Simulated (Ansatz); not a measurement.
**C3H5Cl: basis-set convergence**

Aim: see how fast density functionals converge with the basis set for C3H5Cl.

Method: one geometry, several basis sets; program: Ansatz 0.2.0, Gaussian basis.

Plan: PBE0-D4/def2-SVP; ωB97M-V/def2-SVP; PBE0-D4/def2-QZVPP; ωB97M-V/def2-QZVPP; the functionals' def2-TZVPP values are taken from earlier runs.

## Step 1: The relaxed structure

An earlier PBE0-D4 in a triple-zeta def2 set relaxation fixed the geometry.

SMILES `C/C=C/Cl`, 9 atoms, charge 0, spin multiplicity 1.

Atoms are counted from 1 here; the program's logs count them from 0.

Bond lengths: C1–C2 1.489 Å, C1–H5 1.094 Å, C1–H6 1.091 Å, C1–H7 1.094 Å, C2–C3 1.323 Å, C2–H8 1.086 Å, C3–Cl4 1.723 Å, C3–H9 1.083 Å. Angles: C2–C1–H5 110.9°, C2–C1–H6 111.7°, C2–C1–H7 110.9°, H5–C1–H6 108.2°, H5–C1–H7 106.8°, H6–C1–H7 108.2°, C1–C2–C3 123.3°, C1–C2–H8 117.8°, C3–C2–H8 118.8°, C2–C3–Cl4 123.4°, C2–C3–H9 123.5°, Cl4–C3–H9 113.1°.

## Step 2: PBE0-D4 in def2-SVP

Contents of in.yaml:

```yaml
crystal:
  periodic: [false, false, false]
  atoms:
    - {symbol: C, position_ang: [0.052195, 1.190327, 0.041919]}
    - {symbol: C, position_ang: [-0.265485, -0.228792, 0.362745]}
    - {symbol: C, position_ang: [0.180331, -1.252027, -0.346975]}
    - {symbol: Cl, position_ang: [-0.187022, -2.894204, 0.023955]}
    - {symbol: H, position_ang: [-0.862172, 1.762360, -0.142643]}
    - {symbol: H, position_ang: [0.689070, 1.271278, -0.840666]}
    - {symbol: H, position_ang: [0.564929, 1.673824, 0.879001]}
    - {symbol: H, position_ang: [-0.896101, -0.424811, 1.225360]}
    - {symbol: H, position_ang: [0.812757, -1.144156, -1.219896]}
basis:
  gaussian: {orbitals: def2-SVP}
hamiltonian: {xc: pbe0, dispersion: d4}
output: {orbitals: {seedname: orbitals}}
```

Command:

```console
ansatz run in.yaml --threads 4 --pin off --events-out ev --progress --plain --max-ram 10444MiB
```

After this run come: ωB97M-V in def2-SVP; PBE0-D4 in def2-QZVPP; ωB97M-V in def2-QZVPP.

**Question.** What will the summary of the whole plan be? Wanted: PBE0-D4: double and triple zeta above quadruple; ωB97M-V: double and triple zeta above quadruple.

The runs gave:

| quantity | value |
| --- | --- |
| PBE0-D4: double and triple zeta above quadruple | 8.41, 0.55 eV |
| ωB97M-V: double and triple zeta above quadruple | 8.55, 0.53 eV |

In words: For PBE0-D4 the step from double to triple zeta gains 7.86 eV and the next only 0.55 eV. These are total energies; as a rule much of such shifts cancels in differences, which this series doesn't test. The LUMO of ωB97M-V is positive and keeps falling with the basis (2.55 to 1.91 eV): an unbound level that the basis holds in place.
